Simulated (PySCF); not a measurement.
# ethynylalumane (C2H3Al): electronic excitations at several levels of theory, part 2 of 2

PySCF 2.14.0. Atoms count from 0. Earlier steps stand in the parts before.

## (7) Excited states and response: PBE0/def2-TZVP

The job: settings as JSON, then the geometry in Å.

```
{"job": {"kind": "uv", "xc": "PBE0", "basis": "def2-TZVP"}, "charge": 0, "multiplicity": 1}
C      1.838796    -0.175180    -0.129935
C      0.624814    -0.063827    -0.045242
Al    -1.276154     0.113096     0.085817
H      2.908489    -0.272715    -0.203660
H     -2.174322    -1.187376    -0.015191
H     -1.897471     1.555998     0.289922
```

Level: TDDFT PBE0/def2-TZVP, vertical, gas phase, core orbitals frozen in the response.

The program printed:

```text
coarse grid: 5656 points
cycle   1  E = -320.1473098925  dE =  3.715e-02  |g| = 3.851e-01  |ddm| = 2.357e+00
cycle   2  E = -320.1303922685  dE =  1.692e-02  |g| = 4.512e-01  |ddm| = 6.604e-01
cycle   3  E = -320.1815477422  dE = -5.116e-02  |g| = 1.400e-01  |ddm| = 3.952e-01
cycle   4  E = -320.1863155019  dE = -4.768e-03  |g| = 3.753e-02  |ddm| = 9.719e-02
cycle   5  E = -320.1867014669  dE = -3.860e-04  |g| = 4.150e-03  |ddm| = 2.666e-02
cycle   6  E = -320.1867057305  dE = -4.264e-06  |g| = 6.193e-04  |ddm| = 7.895e-03
final grid: 50424 points
cycle   7  E = -320.1830994443  dE = -1.134e-05  |g| = 3.433e-03  |ddm| = 4.364e-02
cycle   8  E = -320.1830991113  dE =  3.330e-07  |g| = 3.516e-03  |ddm| = 5.585e-03
cycle   9  E = -320.1831026335  dE = -3.522e-06  |g| = 4.239e-04  |ddm| = 2.751e-03
cycle  10  E = -320.1831026415  dE = -7.910e-09  |g| = 4.011e-04  |ddm| = 4.745e-04
cycle  11  E = -320.1831026827  dE = -4.121e-08  |g| = 1.441e-05  |ddm| = 2.068e-04
cycle  12  E = -320.1831026827  dE = -4.491e-11  |g| = 3.740e-06  |ddm| = 3.796e-05
converged SCF energy = -320.1831026827

Static polarisability (au): isotropic 47.537, principal 33.962 40.160 68.489

Singlet excitations
state   eV       nm        f      main configurations
  1   4.6129    268.8   0.00000   H->L 0.97
  2   5.3658    231.1   0.04598   H-1->L 0.85, H->L+1 0.12
  3   5.5336    224.1   0.00000   H-2->L 0.97
  4   6.4031    193.6   0.00000   H-1->L+1 0.97
  5   6.4693    191.7   0.02657   H-3->L 0.99
  6   7.1468    173.5   0.20136   H->L+1 0.52, H-1->L+3 0.34, H-1->L 0.11
  7   7.3766    168.1   0.00000   H->L+3 0.90
  8   7.7561    159.9   0.02132   H->L+2 0.91
  9   7.9658    155.6   0.10386   H-2->L+1 0.78, H->L+1 0.13
 10   8.0818    153.4   0.06365   H-1->L+2 0.99

Triplet excitations (Tamm-Dancoff, eV): 4.2423 4.3096 5.0369 5.1112
```

Wall time 7.8 s (1 thread of Arm Neoverse N1, shared host); peak memory 0.44 GiB.

In short: HOMO -8.02 eV, LUMO -1.88 eV; lowest singlet 4.61 eV.

## (8) TDDFT and polarisability: PBE0/aug-cc-pVDZ

Settings changed since step 7:

```diff
@@ -1,2 +1,2 @@
-{"job": {"kind": "uv", "xc": "PBE0", "basis": "def2-TZVP"}, "charge": 0, "multiplicity": 1}
+{"job": {"kind": "uv", "xc": "PBE0", "basis": "aug-cc-pVDZ"}, "charge": 0, "multiplicity": 1}
 C      1.838796    -0.175180    -0.129935
```

Level: TDDFT PBE0/aug-cc-pVDZ, vertical, gas phase, core orbitals frozen in the response.

The program printed:

```text
coarse grid: 5656 points
cycle   1  E = -320.1083487982  dE =  6.100e-02  |g| = 3.369e-01  |ddm| = 1.061e+01
cycle   2  E = -320.0945106870  dE =  1.384e-02  |g| = 4.018e-01  |ddm| = 2.454e+00
cycle   3  E = -320.1384736550  dE = -4.396e-02  |g| = 1.286e-01  |ddm| = 1.075e+00
cycle   4  E = -320.1427709225  dE = -4.297e-03  |g| = 2.838e-02  |ddm| = 3.274e-01
cycle   5  E = -320.1430124007  dE = -2.415e-04  |g| = 2.756e-03  |ddm| = 1.119e-01
cycle   6  E = -320.1430154028  dE = -3.002e-06  |g| = 1.960e-04  |ddm| = 2.486e-02
final grid: 50424 points
cycle   7  E = -320.1515868291  dE = -6.784e-06  |g| = 3.302e-03  |ddm| = 1.297e-01
cycle   8  E = -320.1515866192  dE =  2.098e-07  |g| = 3.450e-03  |ddm| = 3.489e-02
cycle   9  E = -320.1515905164  dE = -3.897e-06  |g| = 1.475e-04  |ddm| = 1.336e-02
cycle  10  E = -320.1515905145  dE =  1.908e-09  |g| = 1.853e-04  |ddm| = 1.208e-03
cycle  11  E = -320.1515905237  dE = -9.177e-09  |g| = 1.243e-05  |ddm| = 3.037e-04
cycle  12  E = -320.1515905237  dE = -4.616e-11  |g| = 1.583e-06  |ddm| = 1.307e-04
converged SCF energy = -320.1515905237

Static polarisability (au): isotropic 51.715, principal 38.920 45.044 71.180

Singlet excitations
state   eV       nm        f      main configurations
  1   4.5501    272.5   0.00000   H->L 0.97
  2   5.3274    232.7   0.04974   H-1->L 0.86, H->L+1 0.11
  3   5.4997    225.4   0.00000   H-2->L 0.97
  4   6.4044    193.6   0.00000   H-1->L+1 0.96
  5   6.4306    192.8   0.02701   H-3->L 0.98
  6   7.0490    175.9   0.20520   H->L+1 0.54, H-1->L+4 0.22, H-1->L+8 0.10
  7   7.1687    173.0   0.00002   H->L+4 0.74, H->L+8 0.16
  8   7.1735    172.8   0.01505   H->L+2 0.93
  9   7.4877    165.6   0.08395   H-1->L+2 0.95
 10   7.5610    164.0   0.02175   H->L+6 0.49, H->L+3 0.40

Triplet excitations (Tamm-Dancoff, eV): 4.2187 4.2519 5.0006 5.1228
```

Wall time 7.1 s (1 thread of Arm Neoverse N1, shared host); peak memory 0.44 GiB.

In short: HOMO -8.00 eV, LUMO -1.95 eV; lowest singlet 4.55 eV.

## (9) Ultraviolet spectrum: PBE0/aug-cc-pVTZ

Settings changed since step 8:

```diff
@@ -1,2 +1,2 @@
-{"job": {"kind": "uv", "xc": "PBE0", "basis": "aug-cc-pVDZ"}, "charge": 0, "multiplicity": 1}
+{"job": {"kind": "uv", "xc": "PBE0", "basis": "aug-cc-pVTZ"}, "charge": 0, "multiplicity": 1}
 C      1.838796    -0.175180    -0.129935
```

With the program's defaults for keys left out, this is: TDDFT PBE0/aug-cc-pVTZ, vertical, gas phase, core orbitals frozen in the response.

The program printed:

```text
coarse grid: 5656 points
cycle   1  E = -320.1420251281  dE =  4.138e-02  |g| = 3.856e-01  |ddm| = 5.787e+00
cycle   2  E = -320.1245332671  dE =  1.749e-02  |g| = 4.528e-01  |ddm| = 2.125e+00
cycle   3  E = -320.1763148098  dE = -5.178e-02  |g| = 1.390e-01  |ddm| = 9.514e-01
cycle   4  E = -320.1809935309  dE = -4.679e-03  |g| = 3.805e-02  |ddm| = 2.198e-01
cycle   5  E = -320.1813887277  dE = -3.952e-04  |g| = 4.243e-03  |ddm| = 7.872e-02
cycle   6  E = -320.1813932974  dE = -4.570e-06  |g| = 5.221e-04  |ddm| = 1.448e-02
final grid: 50424 points
cycle   7  E = -320.1839914076  dE = -1.505e-05  |g| = 3.542e-03  |ddm| = 1.980e-01
cycle   8  E = -320.1839910302  dE =  3.774e-07  |g| = 3.638e-03  |ddm| = 1.534e-02
cycle   9  E = -320.1839947395  dE = -3.709e-06  |g| = 4.248e-04  |ddm| = 8.562e-03
cycle  10  E = -320.1839947437  dE = -4.271e-09  |g| = 4.228e-04  |ddm| = 1.077e-03
cycle  11  E = -320.1839947895  dE = -4.575e-08  |g| = 1.437e-05  |ddm| = 5.448e-04
cycle  12  E = -320.1839947896  dE = -5.468e-11  |g| = 2.923e-06  |ddm| = 5.446e-05
converged SCF energy = -320.1839947896

Static polarisability (au): isotropic 51.933, principal 39.506 45.382 70.911

Singlet excitations
state   eV       nm        f      main configurations
  1   4.5997    269.5   0.00000   H->L 0.97
  2   5.3487    231.8   0.04616   H-1->L 0.85, H->L+1 0.12
  3   5.5247    224.4   0.00000   H-2->L 0.97
  4   6.3690    194.7   0.00000   H-1->L+1 0.95
  5   6.4589    192.0   0.02684   H-3->L 0.98
  6   7.0241    176.5   0.20188   H->L+1 0.52, H-1->L+4 0.21, H-1->L+8 0.11
  7   7.1543    173.3   0.00000   H->L+4 0.71, H->L+8 0.19
  8   7.1697    172.9   0.01323   H->L+2 0.92
  9   7.4740    165.9   0.08041   H-1->L+2 0.94
 10   7.5480    164.3   0.01879   H->L+6 0.55, H->L+3 0.31

Triplet excitations (Tamm-Dancoff, eV): 4.2401 4.2931 5.0171 5.1011
```

It took 18 s on 1 thread of Arm Neoverse N1, shared host; peak memory 0.72 GiB.

This run: HOMO -8.02 eV, LUMO -1.91 eV; lowest singlet 4.60 eV.

## (10) TDDFT and polarisability: PBE0/def2-TZVPD

Settings changed since step 9:

```diff
@@ -1,2 +1,2 @@
-{"job": {"kind": "uv", "xc": "PBE0", "basis": "aug-cc-pVTZ"}, "charge": 0, "multiplicity": 1}
+{"job": {"kind": "uv", "xc": "PBE0", "basis": "def2-TZVPD"}, "charge": 0, "multiplicity": 1}
 C      1.838796    -0.175180    -0.129935
```

With the program's defaults for keys left out, this is: TDDFT PBE0/def2-TZVPD, vertical, gas phase, core orbitals frozen in the response.

The program printed:

```text
coarse grid: 5656 points
cycle   1  E = -320.1476683517  dE =  3.773e-02  |g| = 3.853e-01  |ddm| = 3.186e+00
cycle   2  E = -320.1300765622  dE =  1.759e-02  |g| = 4.534e-01  |ddm| = 1.436e+00
cycle   3  E = -320.1819540988  dE = -5.188e-02  |g| = 1.394e-01  |ddm| = 5.312e-01
cycle   4  E = -320.1866653210  dE = -4.711e-03  |g| = 3.828e-02  |ddm| = 1.270e-01
cycle   5  E = -320.1870662456  dE = -4.009e-04  |g| = 4.253e-03  |ddm| = 5.680e-02
cycle   6  E = -320.1870706782  dE = -4.433e-06  |g| = 6.284e-04  |ddm| = 2.000e-02
final grid: 50424 points
cycle   7  E = -320.1834641224  dE = -1.155e-05  |g| = 3.441e-03  |ddm| = 2.247e-01
cycle   8  E = -320.1834637359  dE =  3.866e-07  |g| = 3.551e-03  |ddm| = 1.127e-02
cycle   9  E = -320.1834673257  dE = -3.590e-06  |g| = 4.475e-04  |ddm| = 5.469e-03
cycle  10  E = -320.1834673383  dE = -1.260e-08  |g| = 4.050e-04  |ddm| = 7.989e-04
cycle  11  E = -320.1834673802  dE = -4.198e-08  |g| = 1.467e-05  |ddm| = 3.507e-04
cycle  12  E = -320.1834673803  dE = -4.854e-11  |g| = 3.779e-06  |ddm| = 8.217e-05
converged SCF energy = -320.1834673803

Static polarisability (au): isotropic 51.687, principal 39.283 45.214 70.565

Singlet excitations
state   eV       nm        f      main configurations
  1   4.6134    268.7   0.00000   H->L 0.97
  2   5.3616    231.2   0.04488   H-1->L 0.85, H->L+1 0.12
  3   5.5300    224.2   0.00000   H-2->L 0.97
  4   6.3714    194.6   0.00000   H-1->L+1 0.97
  5   6.4677    191.7   0.02667   H-3->L 0.99
  6   7.0890    174.9   0.21882   H->L+1 0.52, H-1->L+5 0.33, H-1->L 0.11
  7   7.3029    169.8   0.00000   H->L+5 0.89
  8   7.3554    168.6   0.01098   H->L+2 0.83, H->L+3 0.12
  9   7.6740    161.6   0.10635   H-1->L+2 0.83, H-1->L+3 0.14
 10   7.6827    161.4   0.02623   H->L+3 0.79, H->L+2 0.10

Triplet excitations (Tamm-Dancoff, eV): 4.2435 4.3066 5.0238 5.0975
```

It took 10 s on 1 thread of Arm Neoverse N1, shared host; peak memory 0.52 GiB.

In short: HOMO -8.03 eV, LUMO -1.89 eV; lowest singlet 4.61 eV.

## (11) Ultraviolet spectrum: PBE0/6-31+G*

Settings changed since step 10:

```diff
@@ -1,2 +1,2 @@
-{"job": {"kind": "uv", "xc": "PBE0", "basis": "def2-TZVPD"}, "charge": 0, "multiplicity": 1}
+{"job": {"kind": "uv", "xc": "PBE0", "basis": "6-31+G*"}, "charge": 0, "multiplicity": 1}
 C      1.838796    -0.175180    -0.129935
```

Level: TDDFT PBE0/6-31+G*, vertical, gas phase, core orbitals frozen in the response.

The program printed:

```text
coarse grid: 5656 points
cycle   1  E = -320.1258136986  dE =  4.946e-02  |g| = 3.519e-01  |ddm| = 4.568e+00
cycle   2  E = -320.1116085310  dE =  1.421e-02  |g| = 4.129e-01  |ddm| = 4.257e+00
cycle   3  E = -320.1576703400  dE = -4.606e-02  |g| = 1.322e-01  |ddm| = 2.478e+00
cycle   4  E = -320.1622155397  dE = -4.545e-03  |g| = 2.869e-02  |ddm| = 3.470e-01
cycle   5  E = -320.1624650003  dE = -2.495e-04  |g| = 2.626e-03  |ddm| = 5.415e-02
cycle   6  E = -320.1624676894  dE = -2.689e-06  |g| = 1.898e-04  |ddm| = 3.074e-02
final grid: 50424 points
cycle   7  E = -320.1321652316  dE = -6.750e-06  |g| = 3.291e-03  |ddm| = 7.088e-02
cycle   8  E = -320.1321651273  dE =  1.043e-07  |g| = 3.413e-03  |ddm| = 3.097e-02
cycle   9  E = -320.1321689106  dE = -3.783e-06  |g| = 1.107e-04  |ddm| = 1.039e-02
cycle  10  E = -320.1321689115  dE = -8.785e-10  |g| = 1.063e-04  |ddm| = 1.025e-03
cycle  11  E = -320.1321689145  dE = -3.037e-09  |g| = 1.753e-05  |ddm| = 3.359e-04
cycle  12  E = -320.1321689146  dE = -8.026e-11  |g| = 1.694e-06  |ddm| = 6.629e-05
converged SCF energy = -320.1321689146

Static polarisability (au): isotropic 43.912, principal 27.269 37.010 67.456

Singlet excitations
state   eV       nm        f      main configurations
  1   4.5740    271.1   0.00000   H->L 0.97
  2   5.3288    232.7   0.05185   H-1->L 0.87, H->L+1 0.11
  3   5.5468    223.5   0.00000   H-2->L 0.97
  4   6.4187    193.2   0.00000   H-1->L+1 0.96
  5   6.4901    191.0   0.02920   H-3->L 0.99
  6   7.0759    175.2   0.19500   H->L+1 0.54, H-1->L+3 0.29, H-1->L 0.10
  7   7.2290    171.5   0.00000   H->L+3 0.87
  8   7.2489    171.0   0.01547   H->L+2 0.95
  9   7.5636    163.9   0.10510   H-1->L+2 0.96
 10   7.6935    161.2   0.00819   H->L+4 0.71, H->L+5 0.22

Triplet excitations (Tamm-Dancoff, eV): 4.2120 4.2971 5.0931 5.1239
```

Wall time 4.3 s (1 thread of Arm Neoverse N1, shared host); peak memory 0.38 GiB.

Key values: HOMO -7.98 eV, LUMO -1.90 eV; lowest singlet 4.57 eV.

## (12) Run by run: electronic excitations

Excitations and ground-state properties, with basis size and wall time:

```tsv
run	lowest singlet (eV)	brightest (eV)	f	gap (eV)	α (Å³)	μ (D)	functions	time
CAM-B3LYP/def2-SVPD	4.74	7.37	0.260	8.44	7.44	0.53	88	32 s
wB97X-D/def2-SVPD	4.82	7.46	0.290	9.72	7.51	0.56	88	31 s
LC-wPBE/def2-SVPD	5.07	7.91	0.397	10.99	7.23	0.51	88	31 s
PBE0/6-31G*	4.49	7.36	0.183	6.01	5.85	0.69	52	3.5 s
PBE0/def2-SVP	4.59	7.33	0.217	6.12	6.20	0.63	61	3.9 s
PBE0/def2-TZVP	4.61	7.15	0.201	6.14	7.04	0.55	117	7.8 s
PBE0/aug-cc-pVDZ	4.55	7.05	0.205	6.05	7.66	0.50	100	7.1 s
PBE0/aug-cc-pVTZ	4.60	7.02	0.202	6.11	7.70	0.51	211	18 s
PBE0/def2-TZVPD	4.61	7.09	0.219	6.14	7.66	0.53	144	10 s
PBE0/6-31+G*	4.57	7.08	0.195	6.08	6.51	0.54	64	4.3 s
```

## (13) Results

The summary covers parts 1 to 2.

| quantity | value |
| --- | --- |
| lowest singlet (CAM-B3LYP/def2-SVPD) | 4.74 eV (262 nm), f = 0.000 |
| brightest single state of those computed | state 6, 7.37 eV, f = 0.260 |
| lowest triplet | 4.38 eV |
| vertical ionisation energy (ΔSCF) | 10.40 eV |
| vertical electron affinity (ΔSCF) | 0.15 eV |
| range of the lowest singlet | 4.49 to 5.07 eV |

In words: Single values in the summary come from the first run of each kind that ended normally (CAM-B3LYP/def2-SVPD), which need not be the best level. The first singlet state (HOMO→LUMO 0.93) lies at 4.74 eV and is dark; of the 10 states computed, the strongest absorption comes from state 6 at 7.37 eV. The lowest triplet lies 0.36 eV below the lowest singlet (triplets in Tamm-Dancoff, singlets in full TDDFT). The orbital energy would give 9.37 eV for ionisation, ΔSCF gives 10.40 eV. The lowest singlet runs from 4.49 eV (PBE0/6-31G*) to 5.07 eV (LC-wPBE/def2-SVPD), while the orbital gap spans 6.01 to 10.99 eV. The lowest state need not be the same one in every run.
